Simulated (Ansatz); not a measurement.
`[F][MgH]` + H₂ → `[MgH2]` + H–F at 600 K and 1 bar (hydrogenolysis of a Mg–F bond).

Computed with Ansatz on PBE0-D4/def2-TZVP structures; ΔE is electronic, products minus reactants. CCSD(T)/CBS adds triple-zeta CCSD(T) − MP2 to the extrapolated MP2 energy (def2 sets, frozen cores). This one scheme is used for every species. For Mg outer-core shells are correlated without core-valence functions, which leaves a few kJ/mol of doubt a bond.

```tsv
species	CCSD(T)/CBS energy (Eh)	H − E (kJ/mol)	S (J/(mol·K))
`[F][MgH]`	-300.33731	44.5	263.1
H₂	-1.17544	43.9	150.8
`[MgH2]`	-201.05321	48.6	225.8
H–F	-100.39570	42.3	194.0
```

H − E and S are ideal-gas, rigid-rotor, harmonic terms from PBE0-D4/def2-TZVP. The MP2-based limit puts H₂ 0.8 mEh under its directly extrapolated value; such offsets cancel only in part. 1 Eh = 2625.50 kJ/mol, R = 8.31446 J/(mol·K).

Problem. By hand: ΔE, ΔH, ΔS and ΔG.

Solution. ΔE = (-201.05321) + (-100.39570) − (-300.33731) − (-1.17544) = 0.06384 Eh = 167.6 kJ/mol. Δ(H − E) = 48.6 + 42.3 − 44.5 − 43.9 = 2.5, so ΔH = 170.1 kJ/mol. ΔS = 225.8 + 194.0 − 263.1 − 150.8 = 5.9 J/(mol·K). ΔG = 170.1 − 600 × (5.9)/1000 = 166.6 kJ/mol.

Problem. By hand: the equilibrium constant, and the temperature at which ΔG would vanish if ΔH and ΔS stayed fixed.

Solution. log₁₀ K = −ΔG/(RT ln 10) = -14.5. ΔG = 0 at ΔH/ΔS = 28831 K, far beyond where these terms or the molecules hold.

The number of gas molecules stays the same, so ΔS is small and ΔH decides. A doubt of 5 kJ/mol in ΔE shifts log₁₀ K by 0.4 here. These are equilibria of isolated gas molecules and say nothing of rates. Largest T1 diagnostic: 0.011 (customary marks: 0.02 for closed shells, 0.045 for open ones).
